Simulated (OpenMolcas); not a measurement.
## CH5NSi (SMILES C[Si]N): methods side by side

The species is CH5NSi (8 atoms), meant as a singlet with charge 0. As SMILES, `C[Si]N`. The coordinates come from a PBE0-D4/def2-TZVP relaxation. This is one conformer, not always the lowest.

```xyz
8

C    -0.6600    0.8247   -0.5521
Si    0.9638    0.6538    0.4277
N     0.9322   -1.0344    0.6907
H    -1.0264   -0.1018   -1.0043
H    -0.5625    1.5834   -1.3341
H    -1.4314    1.1950    0.1359
H     1.6512   -1.5019    1.2201
H     0.2252   -1.6757    0.3603
```

Each level gives the energy change with the C1–H5 bond stretched from 1.094 to 1.422 Å (eV). The values are calculated.

| level | kind | program | value (eV) | less CCSD(T)/def2-SVPD |
| --- | --- | --- | --- | --- |
| HF/def2-SVPD (restricted) | Hartree–Fock | OpenMolcas | 1.09 | +0.16 |
| SVWN5/def2-SVPD (restricted) | LDA | OpenMolcas | 0.89 | -0.04 |
| revPBE/def2-SVPD (restricted) | GGA | OpenMolcas | 0.88 | -0.05 |
| M06-L/def2-SVPD (restricted) | meta-GGA | OpenMolcas | 0.99 | +0.06 |
| PBE0/def2-SVPD (restricted) | global hybrid | OpenMolcas | 0.98 | +0.05 |
| B2PLYP/def2-SVPD (restricted) | double hybrid | OpenMolcas | 0.97 | +0.04 |
| MP2/def2-SVPD (restricted) | perturbation theory | OpenMolcas | 1.00 | +0.07 |
| CCSD(T)/def2-SVPD (Cholesky decomposition) (restricted) | coupled cluster or CI | OpenMolcas | 0.93 | 0.00 |

Differences are taken from CCSD(T)/def2-SVPD (Cholesky decomposition) (restricted) for orientation; it has basis-set and higher-order errors of its own. The first shape isn't each level's own minimum. The values span 0.88 to 1.09 eV.
